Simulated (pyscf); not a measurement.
Single points on ωB97X-D3(BJ)/def2-SVP structures (PySCF, gas phase).

Question: PBE/def2-TZVP puts the barrier of H₃C–CH₂–O–SiH₃ + H• → H₃C–CH₂–O–SiH₂• + H₂ (hydrogen abstraction; doublet surface; H–Si broken, H–H formed) at -0.6 kcal/mol and the reaction energy at -14.6 kcal/mol, from the separated reactants. What do r²SCAN/def2-TZVP, PBE0-D3(BJ)/def2-TZVP, ωB97M-D3(BJ)/def2-TZVP give on the same structures?

Answer: r²SCAN: ΔE‡ = -1.4 kcal/mol, ΔE = -15.2 kcal/mol; PBE0-D3(BJ): ΔE‡ = 1.3 kcal/mol, ΔE = -12.3 kcal/mol; ωB97M-D3(BJ): ΔE‡ = 4.3 kcal/mol, ΔE = -10.9 kcal/mol. PBE's barrier lies among them. Its reaction energy lies among theirs. At PBE, r²SCAN this geometry lies under the reactants; that is no barrier but a single point on another level's saddle; such a level's own saddle, if it has one, lies nearer that side and is low. H₃C–CH₂–O–SiH₃ lies 18.1 kcal/mol over its isomer H₃C–CH₂–SiH₂–OH (electronic energy, ωB97M-D3(BJ)/def2-TZVP). H₃C–CH₂–O–SiH₂• lies 30.5 kcal/mol over its isomer H₃C–Si•(CH₃)–OH (electronic energy, ωB97M-D3(BJ)/def2-TZVP). One saddle was located; it need not be the lowest between these sides. The angle at the transferred H is 176°.
